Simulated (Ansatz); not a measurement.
A made-up structure of CH2NS, doublet:

N1  (-0.578, -1.132, 0.318)
C2  (-0.151, -0.076, -0.145)
S3  (1.037, 0.987, 0.517)
H4  (-1.285, -1.648, -0.198)
H5  (-0.271, -1.444, 1.239)
(Å)

It is relaxed with PBE-D4/def2-SVP and then PBE0-D4/def2-TZVP (Ansatz 0.2.0). Atoms count as bonded within 1.22 times the sum of their covalent radii (H–H: 0.88 Å). The end point is not checked to be a true minimum.

Q: Does its bonding change? (A judgement: the text doesn't fix the answer.)

A: The calculation gives: No: no bond forms or breaks.

Where it ends: The first stage lowers the energy by 0.53 eV in 7 steps. It ends as CH₂NS ([NH2][C][S]):
```xyz
5
angstrom
N -0.5886 -1.1418 0.3492
C -0.0583 -0.0260 -0.0828
S 1.0075 1.0343 0.4252
H -1.2738 -1.6296 -0.2030
H -0.3346 -1.5516 1.2414
```

Labels in which every atom is bracketed show which atoms are joined, not bond orders.

For scale, one of the runs: PBE0-D4/def2-TZVP relaxation, 111 basis functions, launched by `ansatz run in.yaml --threads 2 --pin off --events-out ev --progress --plain --max-ram 4352MiB`. The run took about 15 s on 2 CPU threads of an Intel Xeon Platinum 8488C (shared host).
